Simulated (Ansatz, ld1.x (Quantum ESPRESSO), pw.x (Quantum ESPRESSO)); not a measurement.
**lanthanum (La): does the RRKJ potential hold in the solid?**

La (Z = 57), norm-conserving RRKJ (Kleinman–Bylander form), made with ld1.x (Quantum ESPRESSO) 7.5 (PBEsol, scalar-relativistic). Core [Xe], reference 4f0 5d1 6s2 6p0. Waves: 6p (bound, empty): rc 3.90 bohr; 5d (bound): rc 2.80 bohr; 4f (bound, empty): rc 1.15 bohr; 6s (bound): rc 2.95 bohr. Local part: the s channel. Core correction: a·sin(br)/r model core, default radius (core density twice the valence density). rho0 = 0.01.

Atomic tests: cutoffs needed: 10 Ry and 18 Ry (the cutoffs (Ry, on a coarse ladder) from which the occupation-weighted sum of valence levels, in a spherical-Bessel basis at the reference potential, stays within 10 and 1 mRy of its value at 400 Ry) The cutoffs count occupied waves only; the empty 4f level needs 160 Ry at the loose tolerance.; ghost test: no extra level below or beside the all-electron valence levels (p, d, f, s tested) (spherical-Bessel basis up to 400 Ry, 20 bohr box); configuration tests: 1 of 7 tests not solved or not reliable.

Crystal test: bcc La in pw.x 7.5, no spin, 11³ k-points, Fermi–Dirac smearing 0.01 Ry, cutoffs 50/200 Ry. The reference is all-electron LAPW (Ansatz 0.2.0) with the same functional, mesh and smearing; V0 and B0 come from Birch–Murnaghan fits to the pressures at five volumes. Errors are pseudo minus all-electron; Δ is the rms difference of the E(V) curves that follow from these fits, minima aligned, over ±6 % about the mean V0. Mesh and smearing are coarse, so the numbers serve the comparison and aren't converged zero-temperature values; the lattice is a test structure that the element need not adopt.

All-electron: a0 = 4.124 Å (V0 = 35.06 Å³/atom), B0 = 27.1 GPa.

Problem. How far does the potential miss the all-electron equation of state?

Solution. mean pressure error (GPa): +4.14. The pressure does not cross zero within the volumes sampled, so no fit is given. The largest radius (3.90 bohr) exceeds half the bond length (3.37 bohr), so the spheres overlap, which is one possible source of error among others. This is a poor potential for the solid. Atomic configuration tests: 1 of 7 tests not solved or not reliable. The logarithmic derivative shows an extra or strongly shifted pseudo pole above the reference energy (s near 1.25 Ry).

```json
{"V (Å³/atom)": "33.188", "P all-electron (GPa)": "1.59", "P pseudo (GPa)": "6.49"}
{"V (Å³/atom)": "34.062", "P all-electron (GPa)": "0.81", "P pseudo (GPa)": "5.30"}
{"V (Å³/atom)": "34.935", "P all-electron (GPa)": "0.10", "P pseudo (GPa)": "4.21"}
{"V (Å³/atom)": "35.808", "P all-electron (GPa)": "-0.56", "P pseudo (GPa)": "3.21"}
{"V (Å³/atom)": "36.682", "P all-electron (GPa)": "-1.15", "P pseudo (GPa)": "2.29"}
```

Problem. At the middle volume, how do free energy and pressure move when the wave cutoff is lowered (ecutrho kept at four times it)?

Solution.

| cutoff (Ry) | shift of F (meV/atom) | shift of P (GPa) |
| --- | --- | --- |
| 22 | +11.8 | +0.04 |
| 30 | +6.3 | +0.11 |
| 40 | +3.1 | +0.05 |

The run at the middle volume (56 k-points, 5 iterations) took about 4.5 s on one core of a shared host (Neoverse-V2, 96 threads, 371 GiB, load 72).
